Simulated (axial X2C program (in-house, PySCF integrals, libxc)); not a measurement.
# Bond lengths and stretching modes, held linear, of SiNC

Computed with an in-house all-electron X2C program for linear molecules (integrals from PySCF): two-component X2C with atomic mean-field Coulomb and Gaunt terms, Gaussian nuclei, basis Si dyall-v3z, N dyall-av3z, C dyall-v3z with contracted cores. Spin-free rows use the one-electron spin-free X2C Hamiltonian.

Masses Si 27.977, N 14.003, C 12.000 u. States: 2c Ω = 1/2 (beyond evenly filled blocks: ω = 1/2); spin-free M_S = 1/2, Λ = 1 (beyond evenly filled blocks: π+α).

HF, spin-free: energies above the lowest point

```
r(Si–N) (Å)  r(N–C) (Å)  E (meV)
     1.6955      1.1563    28.08
     1.6955      1.1860    52.56
     1.6955      1.2156   161.81
     1.7390      1.1563     0.00
     1.7390      1.1860    30.97
     1.7390      1.2156   147.72
     1.7390      1.2453   333.42
     1.7825      1.1563    14.99
     1.7825      1.1860    51.31
     1.7825      1.2156   174.17
     1.8260      1.1860   105.00
     1.8260      1.2453   431.70
```

Q: Fit a quadratic surface with cubic terms in each bond: where is the minimum, and what are the two stretching wavenumbers?

A: At HF, spin-free: bonds 1.743 and 1.161 Å; harmonic stretches 656.2 and 2186.7 cm⁻¹; force constants 3.46, 18.2 and coupling 0.77 mdyn/Å.

The other levels and Hamiltonians give:

| Hamiltonian | level | r(Si–N) (Å) | r(N–C) (Å) | lower stretch (cm⁻¹) | upper stretch (cm⁻¹) |
| --- | --- | --- | --- | --- | --- |
| 2c | PBE0 | 1.737 | 1.184 | 646.3 | 2021.0 |
| 2c | HF | 1.743 | 1.161 | 655.9 | 2187.2 |
| 2c | B3LYP | 1.743 | 1.185 | 632.1 | 1997.0 |
| 2c | MP2 | 1.769 | 1.190 | 615.4 | 2133.5 |
| spin-free | PBE0 | 1.737 | 1.184 | 646.6 | 2020.5 |
| spin-free | B3LYP | 1.743 | 1.185 | 632.5 | 1996.5 |
| spin-free | MP2 | 1.769 | 1.190 | 615.6 | 2133.8 |

Each state is one determinant, the lowest of a limited PBE0 search; the stretches come from a fit to these few points and carry an uncertainty of a few per cent. Other orders of the atoms were not compared. MP2 freezes inner shells (threshold -2 hartree). The molecule was held linear; bending was not examined, so a bent shape may lie lower. Note: functional without a current term on a determinant with orbital currents, of the molecule or an atom.
